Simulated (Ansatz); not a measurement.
# Relative stability

Two relaxed structures of B$_{2}$NH$_{4}$, doublet (PBE0-D4/def2-TZVP; forces vanish, vibrations not checked).

A:

```csv
atom,x (Å),y (Å),z (Å)
B1,-0.9691,-0.1124,-0.7644
B2,0.0673,0.3011,0.3723
N3,1.1249,-0.3855,0.9840
H4,-1.7997,-0.2727,-1.5898
H5,-0.1574,1.4363,0.7318
H6,1.6931,0.0297,1.7003
H7,1.3898,-1.3271,0.7569
```

B:

B1  (-1.013, 0.349, -1.004)
B2  (0.074, -0.026, 0.073)
N3  (1.013, -0.349, 1.004)
H4  (-2.006, -0.312, -1.120)
H5  (-0.857, 1.299, -1.718)
H6  (1.003, 0.008, 1.947)
H7  (1.786, -0.969, 0.818)
(Å)

Ansatz 0.2.0; basis: def2-TZVPP; cores frozen in the correlated methods; orbitals are unrestricted. B3LYP uses VWN-RPA correlation.

(1) Which structure is lower at CCSD(T), and by how much? (An estimate is asked for; the value comes from the calculation.)

T1 diagnostic: at most 0.017. ⟨S²⟩ of the unrestricted Hartree–Fock references: 0.76 (a pure state has 0.75).

Results:

(1) By the calculation: B, by 55.4 kJ/mol (electronic energy, against the other). By their contacts, A is B₂NH₄ ([BH][BH][NH2]) and B is B₂NH₄ ([BH2][B][NH2]).

All methods give the same order:

```
   method  E(B) − E(A) (kJ/mol)
   PBE-D4                 -61.3
r2SCAN-D4                 -61.5
  PBE0-D4                 -60.7
 B3LYP-D4                 -58.9
  wB97M-V                 -61.3
       HF                 -49.2
      MP2                 -57.6
     CCSD                 -54.7
  CCSD(T)                 -55.4
```

Labels in which every atom is bracketed show which atoms are joined, not bond orders.

For scale, one of the runs: CCSD(T)/def2-TZVPP, 149 basis functions, launched by `ansatz run in.yaml --threads 2 --pin off --events-out ev --progress --plain --max-ram 4352MiB`. Time: 40 s of wall clock on 2 CPU threads of an Arm Neoverse V1; the host was shared. Peak host memory: 2.3 GiB.
